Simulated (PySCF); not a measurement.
Molfile (atoms numbered from 1):
```
H4P2
     RDKit          3D

  6  5  0  0  0  0  0  0  0  0999 V2000
    0.4605    0.9395   -0.3264 P   0  0  0  0  0  0  0  0  0  0  0  0
   -0.5804   -0.9422    0.3174 P   0  0  0  0  0  0  0  0  0  0  0  0
    1.3349    0.9463    0.8053 H   0  0  0  0  0  0  0  0  0  0  0  0
    1.4171    0.2409   -1.1280 H   0  0  0  0  0  0  0  0  0  0  0  0
   -1.4629   -0.9440   -0.8080 H   0  0  0  0  0  0  0  0  0  0  0  0
   -1.5294   -0.2432    1.1274 H   0  0  0  0  0  0  0  0  0  0  0  0
  1  2  1  0
  1  3  1  0
  1  4  1  0
  2  5  1  0
  2  6  1  0
M  END
```

Geometry: PBE0-D3(BJ)/def2-SVP; GIAO absolute shieldings from PySCF, gas phase, non-relativistic, averaged over equivalent atoms.

At LC-wPBE/pcSseg-2 (142 basis functions, 8.7 s wall time on 1 thread of an Intel Xeon Platinum 8488C, shared host):
```tsv
atoms	σ (ppm)
P1/P2	535.6
H3/H4/H5/H6	28.82
```

Q: Estimate the result of repeating the calculation with B97-2/pcSseg-2.

A: 
| atoms | σ at B97-2/pcSseg-2 | change |
| --- | --- | --- |
| P1/P2 | 518.7 | -16.9 |
| H3/H4/H5/H6 | 28.82 | +0.00 |

The largest change is at P1/P2 (phosphorus bonded to P, 2 H). Cost: 142 basis functions, 5.2 s wall time on 1 thread of an Intel Xeon Platinum 8488C, shared host.
